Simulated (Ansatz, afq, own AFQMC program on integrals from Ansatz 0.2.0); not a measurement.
## Where AFQMC and coupled cluster stand for HBrCl, doublet

```xyz
3

Br    0.0000    0.0000   -1.6110
H     0.0000    0.0000    0.0430
Cl    0.0000    0.0000    1.5680
```

Connectivity, by distances: Br ··· Cl, 1 bridging H.

Basis cc-pVTZ. Noble-gas cores (and the filled d shells of Ga–Kr and In–Xe) are frozen. Integrals, coupled cluster, full CI and functionals: Ansatz 0.2.0; the random walks run on the same integrals in our own AFQMC program. ph-AFQMC/CISD is guided by a CISD state made of CCSD amplitudes; releasing the constraint for a short imaginary time cuts its bias at the price of noise, slowly where states lie close. ± is one standard error of the sampling. No spin–orbit coupling.

Determinant: UHF, the one that the program's search chose, which needn't be the lowest solution. The geometry is a point of a scan.

No full CI on the walks' own integrals is used here; CCSDT(Q) serves as the reference and is uncertain by about the last step of the cluster series.

Cautions: no relativity below Rb; no spin-orbit coupling; inner d shell frozen; unrestricted determinant slightly spin contaminated (⟨S²⟩ 0.82 against 0.75).

```
T1 diagnostic                               : 0.0152
weight of the determinant in the CISD state : 0.849
⟨S²⟩ of the determinant                     : 0.816
size of the correlated space                : 15 electrons in 72 orbitals
```

| level | correlation energy (eV) |
| --- | --- |
| MP2 | -9.5407 |
| CCSD | -10.6385 |
| CCSD(T) | -11.0509 |

Estimate where AFQMC with the constraint released lies against CCSD(T) on the same integrals.

3.9 ± 1.0 kJ/mol below CCSD(T).

Reference: CCSDT(Q), correlation energy -11.104 eV. The released energy is read at 1.50 1/Eh (meV from the phaseless value at times in 1/Eh: -14 ± 6 at 0.24, -27 ± 5 at 0.51, -24 ± 6 at 0.99, -22 ± 11 at 1.50).

```csv
level,E − E(reference) (kJ/mol),share of correlation (%)
CCSD(T),5.1,99.52
CCSDT,1.8,99.83
ph-AFQMC/CISD,3.4 ± 0.6,99.68
released AFQMC,1.3 ± 1.0,99.88
```

A walk keeps the symmetry of its determinant, which the program's search chose and which needn't be the lowest solution, so a lower state of the same spin and another symmetry isn't excluded. Released energies are given only where the last usable release times agree within the noise; a slower fall can still hide under it.
